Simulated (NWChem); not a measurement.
**HNC (hydrogen isocyanide): levels of theory compared**

Aim: a comparison of 6 runs (HF/STO-3G, HF/aug-cc-pVTZ, PBE/def2-TZVP, B3LYP/6-31G*, PBE0/def2-TZVP, MP2/aug-cc-pVTZ) of HNC (hydrogen isocyanide). 

The calculation is run with NWChem 7.3.0.

### 1 Starting point

HNC has 3 atoms, charge 0, and is taken as a singlet. SMILES: `[C-]#[NH+]`. Geometry: relaxed at PBE0-D4/def2-TZVP.

Bond lengths: C1–N2 1.163 Å, N2–H3 0.997 Å. Angles: C1–N2–H3 180.0°.

### 2 Energy and forces at HF/STO-3G (run 1)

Contents of mymol.nw:

```
start mymol
title "CHN gradient"
memory 2200 mb

geometry noautosym nocenter noautoz
 C     -0.623470     0.883520    -0.241540
 N      0.031410    -0.044070     0.012200
 H      0.592060    -0.839450     0.229340
end

basis spherical bse
 * library STO-3G
end

scf
 thresh 1e-08
 maxiter 80
end

task scf gradient
```

Launch:

```
nwchem mymol.nw > mymol.out
```

What it wrote:

```text
[...]
  functions       =    11
[...]
  wavefunction    = RHF
[...]
         Total SCF energy =    -91.644087965898
      One-electron energy =   -172.477765990522
      Two-electron energy =     56.546261693945
 Nuclear repulsion energy =     24.287416330679
        Time for solution =      0.2s
[...]
                         RHF ENERGY GRADIENTS
    atom               coordinates                        gradient
                 x          y          z           x          y          z
   1 C      -1.178187   1.669611  -0.456444    0.011084  -0.015732   0.004292
   2 N       0.059356  -0.083280   0.023055   -0.001514   0.002193  -0.000583
   3 H       1.118831  -1.586330   0.433390   -0.009570   0.013539  -0.003709
[...]
```

Wall time 0.93 s (1 thread of Intel Xeon Platinum 8259CL at 2.50GHz (Skylake/Cascade Lake), shared host); peak memory 0.1 GiB.

### 3 Energy and forces at HF/aug-cc-pVTZ (run 2)

Contents of run.py:

```python
from ase import Atoms
from ase.calculators.nwchem import NWChem

molecule = Atoms('CNH', positions=[
    [-0.623470, 0.883520, -0.241540],
    [0.031410, -0.044070, 0.012200],
    [0.592060, -0.839450, 0.229340],
])

calc = NWChem(
    label='nw',
    theory='scf',
    memory='2200 mb',
    basis='aug-cc-pVTZ',
    basispar='spherical bse',
    scf={'nopen': '0', 'rhf': None, 'thresh': '1e-08', 'maxiter': '80'},
)
molecule.calc = calc

forces = molecule.get_forces()
print("Total energy (eV):", round(molecule.get_potential_energy(), 6))
print("forces (eV/A):")
for s, f in zip(molecule.symbols, forces):
    print(f"{s:2s} {f[0]:10.5f} {f[1]:10.5f} {f[2]:10.5f}")
print("dipole (e A):", molecule.get_dipole_moment().round(4))
```

Launch:

```
export ASE_NWCHEM_COMMAND="nwchem PREFIX.nwi > PREFIX.nwo"
python run.py
```

What it wrote:

```text
Total energy (eV): -2527.772801
forces (eV/A):
C     1.23819   -1.75308    0.47982
N    -0.81175    1.14728   -0.31470
H    -0.42644    0.60580   -0.16512
dipole (e A): [ 0.34   -0.4821  0.1317]
```

The calculator wrote nw.nwi:

```
title "nw"

permanent_dir nw

scratch_dir nw

start nw

geometry units angstrom nocenter noautosym noautoz
  C  -6.2346999999999997e-01 8.8351999999999997e-01 -2.4154000000000000e-01
  N  3.1410000000000000e-02 -4.4069999999999998e-02 1.2200000000000001e-02
  H  5.9206000000000003e-01 -8.3945000000000003e-01 2.2933999999999999e-01
end

memory 2200 mb

basis spherical bse noprint
   * library aug-cc-pVTZ
end

scf
  nopen 0
  rhf
  thresh 1e-08
  maxiter 80
end

task scf gradient
```

nw.nwo:

```text
Northwest Computational Chemistry Package (NWChem) 7.3.0
             --------------------------------------------------------

           Job information
           ---------------

    nwchem branch   = 7.3.0
    use scalapack   = T
    input           = nw.nwi
    prefix          = nw.
    data base       = nw/nw.db
    status          = startup
    nproc           =        1

           Memory information
           ------------------

[... 5 lines left out ...]
    hardfail = no
[... 115 lines left out ...]
         Quadratically convergent ROHF
[... 14 lines left out ...]
       Final RHF  results
[... 4 lines left out ...]
      Two-electron energy =     56.013482790473
[... 26 lines left out ...]
                       ROHF Final Molecular Orbital Analysis
[... 264 lines left out ...]
                 ----------------------------------------
                 |  Time  |  1-e(secs)   |  2-e(secs)   |
                 ----------------------------------------
                 |  CPU   |       0.02   |      25.76   |
                 ----------------------------------------
                 |  WALL  |       0.02   |      25.76   |
                 ----------------------------------------

 Task  times  cpu:       67.0s     wall:       67.0s
 Total times  cpu:       67.0s     wall:       67.0s
```

Wall time 69 s (1 thread of Intel Xeon Platinum 8259CL at 2.50GHz (Skylake/Cascade Lake), shared host); peak memory 0.11 GiB.

Runs 3 to 4 aren't shown in full; the table further down has their settings and results.

### 4 Energy and forces at PBE0/def2-TZVP (run 5)

Contents of m1.xyz:

```xyz
3

C     -0.623470     0.883520    -0.241540
N      0.031410    -0.044070     0.012200
H      0.592060    -0.839450     0.229340
```

Contents of run.py:

```python
from ase.io import read
from ase.calculators.nwchem import NWChem

atoms = read('m1.xyz')

calc = NWChem(
    label='m1',
    theory='dft',
    memory='2200 mb',
    basis='def2-TZVP',
    basispar='spherical bse',
    dft={'xc': 'pbe0', 'mult': '1', 'grid': 'xfine', 'convergence': 'energy 1e-08', 'iterations': '100', 'mulliken': None},
)
atoms.calc = calc

forces = atoms.get_forces()
e = atoms.get_potential_energy()
print(f"E = {e:.6f} eV")
print("forces (eV/A):")
for s, f in zip(atoms.symbols, forces):
    print(f"{s:2s} {f[0]:10.5f} {f[1]:10.5f} {f[2]:10.5f}")
print("dipole (e A):", atoms.get_dipole_moment().round(4))
```

Launch:

```
export ASE_NWCHEM_COMMAND="nwchem PREFIX.nwi > PREFIX.nwo"
python run.py
```

What it wrote:

```text
E = -2539.449413 eV
forces (eV/A):
C     0.00206   -0.00221    0.00087
N    -0.00144    0.00051   -0.00067
H    -0.00062    0.00170   -0.00015
dipole (e A): [ 0.3647 -0.5171  0.1413]
```

The calculator wrote m1.nwi:

```
title "m1"

permanent_dir m1

scratch_dir m1

start m1

geometry units angstrom nocenter noautosym noautoz
  C  -6.2346999999999997e-01 8.8351999999999997e-01 -2.4154000000000000e-01
  N  3.1410000000000000e-02 -4.4069999999999998e-02 1.2200000000000001e-02
  H  5.9206000000000003e-01 -8.3945000000000003e-01 2.2933999999999999e-01
end

memory 2200 mb

basis spherical bse noprint
   * library def2-TZVP
end

dft
  xc pbe0
  mult 1
  grid xfine
  convergence energy 1e-08
  iterations 100
  mulliken
end

task dft gradient
```

m1.nwo:

```text
Northwest Computational Chemistry Package (NWChem) 7.3.0
             --------------------------------------------------------

           Job information
           ---------------

    nwchem branch   = 7.3.0
    use scalapack   = T
    input           = m1.nwi
    prefix          = m1.
    data base       = m1/m1.db
    status          = startup
    nproc           =        1

           Memory information
           ------------------

[... 5 lines left out ...]
    hardfail = no
[... 86 lines left out ...]
  convergence criterion.
[... 41 lines left out ...]
          Spatial weights used:  Erf1
[... 32 lines left out ...]
 1-e energy   =    -172.082005
[... 43 lines left out ...]
           Coulomb energy =       68.296261150302
[... 548 lines left out ...]
          Convergence on density requested:  1.00D-05
[... 27 lines left out ...]
          total energy or number of iterations.
[... 34 lines left out ...]
                 ----------------------------------------
                 |  Time  |  1-e(secs)   |  2-e(secs)   |
                 ----------------------------------------
                 |  CPU   |       0.01   |       4.24   |
                 ----------------------------------------
                 |  WALL  |       0.01   |       4.24   |
                 ----------------------------------------

 Task  times  cpu:       20.0s     wall:       20.0s
 Total times  cpu:       20.0s     wall:       20.0s
```

It took 22 s on 1 thread of Intel Xeon Platinum 8259CL at 2.50GHz (Skylake/Cascade Lake), shared host; peak memory 0.12 GiB.

### 5 Energy and forces at MP2/aug-cc-pVTZ (run 6)

Contents of input.nw:

```
start input
memory stack 880 mb heap 220 mb global 1100 mb
geometry noautosym nocenter noautoz
   C       -0.623470       0.883520      -0.241540
   N        0.031410      -0.044070       0.012200
   H        0.592060      -0.839450       0.229340
end
basis spherical bse
   * library aug-cc-pVTZ
end
scf
   thresh 1e-08
   maxiter 80
   print low
end
mp2
   freeze core 2
   tight
end
task mp2 gradient
```

Launch:

```
nwchem input.nw > input.out
```

What it wrote:

```text
[...]
  functions       =   115
[...]
  wavefunction    = RHF
[...]
         Total SCF energy =    -92.893937824179
      One-electron energy =   -173.194836945345
      Two-electron energy =     56.013482790487
 Nuclear repulsion energy =     24.287416330679
        Time for solution =     38.0s
[...]
          Total MP2 energy           -93.230963286446
[...]
                         mp2 ENERGY GRADIENTS
    atom               coordinates                        gradient
                 x          y          z           x          y          z
   1 C      -1.178187   1.669611  -0.456444    0.015464  -0.021919   0.005991
   2 N       0.059356  -0.083280   0.023055   -0.015456   0.021925  -0.005986
   3 H       1.118831  -1.586330   0.433390   -0.000008  -0.000007  -0.000004
[...]
```

Wall time 2.3 min (1 thread of Intel Xeon Platinum 8259CL at 2.50GHz (Skylake/Cascade Lake), shared host); peak memory 0.28 GiB.

### 6 Overview of the runs

| run | level | iteration cap | module | energy (Eh) | dipole moment (D) | HOMO energy (eV) | LUMO energy (eV) | wall time |
| --- | --- | --- | --- | --- | --- | --- | --- | --- |
| 1 | HF/STO-3G | 80 | scf | -91.644088 | 2.45 | -10.84 | 9.99 | 0.93 s |
| 2 | HF/aug-cc-pVTZ | 80 | scf | -92.893938 | 2.90 | -13.36 | 0.62 | 69 s |
| 3 | PBE/def2-TZVP | 100 | dft | -93.322473 | – | – | – | 20 s |
| 4 | B3LYP/6-31G* (Cartesian functions) | 100 | dft | -93.395739 | 2.97 | -8.43 | 0.85 | 9 s |
| 5 | PBE0/def2-TZVP | 100 | dft | -93.323045 | 3.11 | -9.16 | 0.47 | 22 s |
| 6 | MP2/aug-cc-pVTZ | 80 | mp2 | -93.230963 | 3.30 | – | – | 2.3 min |

### 7 What came out

| quantity | value |
| --- | --- |
| run 6: total energy | -93.23096 Eh |
| run 6: dipole moment (of the density that the program reports) | 3.30 D |
| run 6: correlation energy (2 core orbitals frozen) | -337.0 mEh |
| run 6: largest force on an atom | 1.413 eV/Å |

**Reading.** Over runs 1, 2, 4, 5, 6 the dipole moment (its size) runs from 2.45 D (HF/STO-3G) to 3.30 D (MP2/aug-cc-pVTZ). The two ends differ in method and basis. Over runs 1, 2, 4, 5 the HOMO–LUMO gap runs from 9.28 eV (B3LYP/6-31G*) to 20.83 eV (HF/STO-3G). Totals of different functionals can't be ranked against each other. In run 1 the basis is minimal, so the values are rough. All runs together took 4.3 min, the longest 2.3 min.
